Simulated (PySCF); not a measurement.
Species: 1-chloro-2,2-difluoroethylene, C2HClF2.
SMILES: `FC(F)=CCl`

All values: PBE0/def2-SVPD (PySCF, non-relativistic), on one gas-phase PBE0-D3(BJ)/def2-SVP geometry that isn't relaxed in the solvent. The solvent is an IEF-PCM continuum (cavity from Bondi-type radii × 1.2), and excitations are vertical TDDFT with non-equilibrium linear response and a frozen core. Specific hydrogen bonds and non-electrostatic terms are outside this model.

```
run  E − E(gas) (kcal/mol)  HOMO (eV)  HOMO–LUMO gap (eV)  dipole (D)  lowest singlet (eV)  static polarisability (au)
gas                   0.00      -7.55                7.50        1.04                 6.21                        40.8
  P                  -1.85      -7.43                7.55        1.40                 6.18                        52.4
  Q                  -0.73      -7.49                7.52        1.17                 6.19                        45.1
```

The runs were made in acetonitrile and cyclohexane. Which run belongs to which solvent?

P = acetonitrile, Q = cyclohexane. The dielectric constants are 2.017 (cyclohexane), 35.69 (acetonitrile), and the energy falls further as ε rises. The optical constants n² used for the excitations are 2.04, 1.81 in the same order. In this model the ground state sees the solvent through ε alone.

How constant is the ratio of the lowering to (ε − 1)/(2ε + 1)?

```
     solvent  (ε − 1)/(2ε + 1)  E − E(gas) (kcal/mol)  ratio (kcal/mol)  polarisation term (kcal/mol)
 cyclohexane             0.202                  -0.73              -3.6                         -0.77
acetonitrile             0.479                  -1.85              -3.9                         -2.10
```

The ratio changes by +6.9 % in size from cyclohexane to acetonitrile. The polarisation term is half the interaction of the solute with the induced surface charges.
